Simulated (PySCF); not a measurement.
Molecule: `C([N+]#[C-])(C)C`, C₄H₇N.

Molfile (atoms numbered from 1):
```
C4H7N
     RDKit          3D

 12 11  0  0  0  0  0  0  0  0999 V2000
    0.1488    2.7232   -0.0596 C   0  0  0  0  0  0  0  0  0  0  0  0
    0.1266    1.5722    0.1637 N   0  0  0  0  0  0  0  0  0  0  0  0
    0.1028    0.1705    0.4102 C   0  0  0  0  0  0  0  0  0  0  0  0
    1.1961   -0.5194   -0.3970 C   0  0  0  0  0  0  0  0  0  0  0  0
   -1.2854   -0.3874    0.1191 C   0  0  0  0  0  0  0  0  0  0  0  0
    0.3197    0.0395    1.4846 H   0  0  0  0  0  0  0  0  0  0  0  0
    1.2093   -1.5946   -0.1668 H   0  0  0  0  0  0  0  0  0  0  0  0
    2.1837   -0.0990   -0.1610 H   0  0  0  0  0  0  0  0  0  0  0  0
    1.0143   -0.3946   -1.4751 H   0  0  0  0  0  0  0  0  0  0  0  0
   -1.3179   -1.4582    0.3668 H   0  0  0  0  0  0  0  0  0  0  0  0
   -1.5319   -0.2672   -0.9465 H   0  0  0  0  0  0  0  0  0  0  0  0
   -2.0507    0.1322    0.7125 H   0  0  0  0  0  0  0  0  0  0  0  0
  1  2  3  0
  2  3  1  0
  3  4  1  0
  3  5  1  0
  3  6  1  0
  4  7  1  0
  4  8  1  0
  4  9  1  0
  5 10  1  0
  5 11  1  0
  5 12  1  0
M  CHG  2   1  -1   2   1
M  END
```

Geometry PBE0-D3(BJ)/def2-SVP throughout; GIAO in PySCF, gas phase, one conformer, non-relativistic; equivalent atoms averaged; basis pcSseg-2.

Task: How do the shifts δ (against TMS, NH3 at the same level) depend on the functional? (ppm; last column core-seconds on shared hosts with different chips, so compare them loosely; the GGAs took longer than the global hybrids here, which isn't the general rule, and the cause wasn't traced)

Result: 
```csv
functional,kind,C1,C3,C4/C5,N2,H6,H7/H8/H9/H10/H11/H12,core-s
HF,Hartree–Fock,190.2,42.4,26.0,201.1,3.23,1.28,23
LDA,LDA,181.2,48.1,26.1,224.0,3.85,1.25,51
PBE,GGA,173.1,48.5,26.5,211.7,3.76,1.26,63
BLYP,GGA,171.4,49.5,27.3,211.9,3.73,1.29,63
BP86,GGA,172.0,48.5,26.4,209.2,3.74,1.26,62
OPBE,GGA,168.2,47.5,25.2,201.7,3.75,1.24,62
KT2,GGA,159.7,48.3,26.5,199.2,3.85,1.27,62
KT3,GGA,158.8,48.4,26.3,195.2,3.78,1.28,66
B97-D,GGA,166.7,48.7,26.6,201.3,3.73,1.29,67
B3LYP,global hybrid,177.9,48.2,26.9,210.9,3.61,1.29,48
PBE0,global hybrid,180.2,47.0,26.1,209.8,3.60,1.25,46
mPW1PW91,global hybrid,180.3,47.2,26.1,208.9,3.59,1.25,46
WP04,global hybrid,178.3,51.1,26.4,194.5,3.49,1.27,28
B97-2,global hybrid,175.3,47.2,26.1,203.3,3.60,1.27,28
BHandHLYP,global hybrid,185.0,46.2,26.6,208.6,3.46,1.29,28
CAM-B3LYP,range-separated hybrid,183.3,47.2,26.6,213.0,3.52,1.29,39
wB97X-D,range-separated hybrid,180.4,47.1,26.3,209.7,3.49,1.26,37
LC-wPBE,range-separated hybrid,190.0,45.6,25.4,209.3,3.37,1.25,49
```

Task: Which nucleus moves most, in ppm?

Result: C1 (isocyanide carbon): from 158.8 ppm with KT3 to 190.2 ppm with HF. The smallest spread is 0.06 ppm, at H7/H8/H9/H10/H11/H12. Proton shifts span only some 12 ppm, so a few tenths of a ppm matter as much there as several ppm in carbon.
